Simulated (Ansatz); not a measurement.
# BFH4: the cost of one run

All numbers below are computed with Ansatz 0.2.0 (RKS B3LYP-D4/def2-SVP).

### Step 1. The structure to begin with

Bond lengths: B1–F2 1.670 Å, B1–H3 1.190 Å, B1–H4 1.190 Å. Angles: F2–B1–H3 120.0°, F2–B1–H4 120.0°, H3–B1–H4 120.0°.

As a file:

```xyz
6

B     0.0000    0.0000    0.0000
F     0.0000    0.0000    1.6700
H     1.0305    0.0000   -0.5950
H    -1.0305    0.0000   -0.5950
H     0.0623   -1.4126    0.4698
H     0.0491   -1.1133    1.3144
```

### Step 2. A restrained relaxation towards end A

Springs on the bonds that form and break draw the guess towards this end; the thresholds are loose.

Input file input.yaml:

```yaml
crystal:
  periodic: [false, false, false]
  atoms:
    - { symbol: B, position_ang: [0.0, 0.0, 0.0] }
    - { symbol: F, position_ang: [0.0, 0.0, 1.67] }
    - { symbol: H, position_ang: [1.0305, 0.0, -0.595] }
    - { symbol: H, position_ang: [-1.0305, 0.0, -0.595] }
    - { symbol: H, position_ang: [0.0623, -1.4126, 0.4698] }
    - { symbol: H, position_ang: [0.0491, -1.1133, 1.3144] }
basis:
  gaussian: { orbitals: def2-SVP }
hamiltonian:
  xc: b3lyp
  dispersion: d4
relax:
  f_tol: 0.15
  max_steps: 25
  restrain:
    - { distance: [0, 4], at: 2.39, k: 30.0 }
    - { distance: [5, 1], at: 2.12, k: 30.0 }
    - { distance: [0, 1], at: 1.32, k: 30.0 }
    - { distance: [5, 4], at: 0.66, k: 30.0 }
```

Command:

```
> ansatz run input.yaml --threads 1 --pin off --max-ram 2048MiB --backend cpu --events-out ev --progress --plain --runs-dir out
```

What time and memory should one allow on 1 thread of Intel Xeon Platinum 8259CL at 2.50GHz (Skylake/Cascade Lake), shared host?

About 9.6 s, with a peak of 0.12 GiB.
